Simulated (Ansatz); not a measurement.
C$_{2}$HF$_{2}$ (`[CH]=C(F)F`) radical. Total charge 0; spin multiplicity 2.

```json
{"atom": "C1", "x (Å)": "-0.123", "y (Å)": "-0.887", "z (Å)": "0.243"}
{"atom": "C2", "x (Å)": "0.219", "y (Å)": "0.341", "z (Å)": "-0.011"}
{"atom": "F3", "x (Å)": "1.355", "y (Å)": "0.896", "z (Å)": "0.347"}
{"atom": "F4", "x (Å)": "-0.516", "y (Å)": "1.221", "z (Å)": "-0.665"}
{"atom": "H5", "x (Å)": "-0.934", "y (Å)": "-1.571", "z (Å)": "0.085"}
```

(1) What are the harmonic wavenumbers in cm⁻¹ at PBE0-D4/def2-TZVP (Ansatz, finite differences of forces, unscaled)? (Estimate.)

(2) Is this a minimum?

(3) Give the ideal-gas thermochemistry at 298.15 K and 1 bar (rigid rotor, harmonic oscillator; point group Cs, symmetry number 1).

(4) And at 400, 500, 600, 800 and 1000 K?

## Answers

(1) Ansatz gave: 422, 554, 562, 635, 741, 984, 1264, 1784, 3359.

(2) Yes, all 9 modes are real.

(3) Zero-point energy 61.6 kJ/mol; H(298) − E = 74.1 kJ/mol; entropy 276.5 J/(mol·K), of which translation 160.5, rotation 98.8, vibration 11.4, electronic 5.8; G(298) − E = -8.4 kJ/mol.

(4) 
```
T (K)  H − E (kJ/mol)  S (J/mol/K)  G − E (kJ/mol)
  400            80.5        295.1           -37.5
  500            87.7        311.0           -67.8
  600            95.5        325.2           -99.7
  800           112.3        349.4          -167.2
 1000           130.3        369.5          -239.1
```
